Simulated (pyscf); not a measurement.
Cl–BH–Cl + CH₄ -> Cl–BH–Cl + CH₄ (four-centre exchange; singlet surface; B–H, C–H broken, B–H, C–H formed). Structures and frequencies: ωB97X-D3(BJ)/def2-SVP in PySCF. Correlated levels are frozen-core, on RHF or UHF. ΔMP2 is the change of the MP2 total energy from the triple- to the quadruple-zeta basis. Energies in kcal/mol from the separated reactants.

| level | barrier | reaction energy |
|---|---|---|
| ωB97X-D3(BJ)/def2-TZVP | 70.5 | 0.0 |
| B3LYP-D3(BJ)/def2-TZVP | 70.4 | 0.0 |
| M06-2X/def2-TZVP | 70.1 | 0.0 |
| ωB97M-D3(BJ)/def2-TZVP | ? | 0.0 |
| MP2/def2-QZVPP | 73.1 | 0.0 |
| CCSD(T)/def2-TZVPP | 73.7 | 0.0 |
| CCSD(T)/def2-TZVPP + ΔMP2(QZVPP) | ? | 0.0 |

### Question
Some entries are withheld; supply them.

### Answer

- ωB97M-D3(BJ)/def2-TZVP, barrier: 70.2
- CCSD(T)/def2-TZVPP + ΔMP2(QZVPP), barrier: 72.9

The same reactants have a lower exit, to HCl + H₃C–BH–Cl (barrier +44.1 kcal/mol at ωB97M-D3(BJ)/def2-TZVP, against +70.2 kcal/mol here). This is the saddle that the search found; another between the same sides may lie lower. The CCSD(T) − MP2 part came from Ansatz, without density fitting, on the same reference.
